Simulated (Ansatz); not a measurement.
Grey tin (α-Sn), treated with r²SCAN+rVV10 in Ansatz (PAW).

Settings: plane-wave cutoff 560 eV, 10×10×10 k mesh, Fermi–Dirac smearing 0.01 eV, scalar-relativistic PAW data made under PBE.

Energies at three volumes about the minimum:

```csv
V (Å³/atom),E − E_lowest (meV/atom)
34.150,2.03
34.846,0.00
35.543,1.92
```

Problem. Fit a parabola by hand: where is the minimum, what lattice constant follows, and what is the bulk modulus?

Solution. Slopes: (0.00 − 2.03)/(34.846 − 34.150) = -2.917 and (1.92 − 0.00)/(35.543 − 34.846) = 2.755 meV/Å³. Curvature E″ = 2 × (2.755 − (-2.917))/(35.543 − 34.150) = 8.144 meV/Å⁶. From the middle of the first interval, the slope vanishes at V0 = 34.4980 − (-2.917)/8.144 = 34.856 Å³/atom. B = V0 E″ = 34.856 × 8.144 meV/Å³ × 0.1602 GPa per meV/Å³ = 45.5 GPa. With 8 atoms in the cube, a = (8 × 34.856)^(1/3) = 6.533 Å. The full Birch–Murnaghan fit to all volumes gives V0 = 34.844 Å³/atom and B0 = 45.2 GPa.

Measured, for comparison: bulk modulus 42.8 GPa (0 K value with the zero-point phonon effect removed; as tabulated in Mejia-Rodriguez and Trickey (2018), arXiv:1807.09216); lattice constant a 6.477 Å (static lattice: zero-point anharmonic expansion removed; as tabulated in Mejia-Rodriguez and Trickey (2018), arXiv:1807.09216). Computed (rounded) less measured: bulk modulus +6 %.

Ansatz is a quantum-chemistry and plane-wave program.
